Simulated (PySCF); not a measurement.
# State search for PH

Unrestricted PBE0; P def2-TZVPPD, H def2-TZVPPD; no relativity (PySCF 2.14). Outer shells of the fragments: P 3s2 3p3; H 1s1.

Followed along the bond (rough minima from three points):

```tsv
2Ms+1	unpaired	⟨S²⟩ at the start	R at minimum (Å)	Te (eV)
3	π ↑↑	2.01	1.43	0.00
1	π ↑↓	1.01	1.43	0.35
1	none	0.00	1.43	1.58
5	σ ↑↑, π ↑↑	6.00	none in the scan	≤ 6.29
```

Solutions found at the starting distance of 1.385 Å, counted from the lowest of them; the search is not exhaustive and high or unbound solutions are not listed, so other states can lie among these:

```csv
2Ms+1,unpaired,term,E (eV),⟨S²⟩,⟨Lz²⟩,μ (D)
3,π ↑↑,³Σ⁻,0.00,2.01,0.00,0.50
1,π ↑↓,mixed,0.35,1.01,2.03,0.50
1,none,mixed,1.58,0.00,2.01,0.49
3,"σ ↑, π ↑",³Π,3.67,2.01,1.01,0.55
1,"σ ↓, π ↑",mixed,4.12,1.02,1.01,0.68
3,"σ ↑, π ↑",³Π,6.28,2.01,1.01,-0.22
```

A term symbol is given only where ⟨S²⟩ and ⟨Lz²⟩ are close to those of a pure state; real π, δ and φ orbitals otherwise mix terms. A positive dipole means P(−)H(+).

Counting both spins, an empty level lies below a filled one in some of these solutions, because spin and occupation are held.
